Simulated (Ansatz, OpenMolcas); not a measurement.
How basis sets differ on HCN (SMILES C#N)

HCN: 3 atoms, total charge 0, spin state singlet. As SMILES, `C#N`. The coordinates come from a PBE0-D4/def2-TZVP relaxation.

```xyz
3

C    -0.0056   -0.0244   -0.0056
N     0.2520    1.0610    0.2552
H    -0.2464   -1.0366   -0.2495
```

Each level gives the dipole moment (D). The values are calculated.

Measured value to compare with: NIST CCCBDB gives the dipole moment of the gas as 2.98 D.

```
        level           kind     program  value (D)  computed − measured  CPU time
  PBE0/STO-3G  global hybrid  OpenMolcas       2.34                -0.64     2.9 s
   PBE0/6-31G  global hybrid      Ansatz       2.97                -0.01    0.59 s
PBE0/def2-SVP  global hybrid      Ansatz       2.89                -0.09    0.76 s
 PBE0/cc-pVTZ  global hybrid  OpenMolcas       2.99                +0.01      12 s
```

Nearest: PBE0/6-31G (-0.01 D), PBE0/cc-pVTZ (+0.01 D); farthest: PBE0/STO-3G (-0.64 D). The measured dipole is a vibrational average, so differences of a few hundredths of a debye mean little. Sets without polarisation functions give poor dipoles. CPU times are rough (shared hosts, several kinds of processor): they show what a rung costs within a factor of a few.
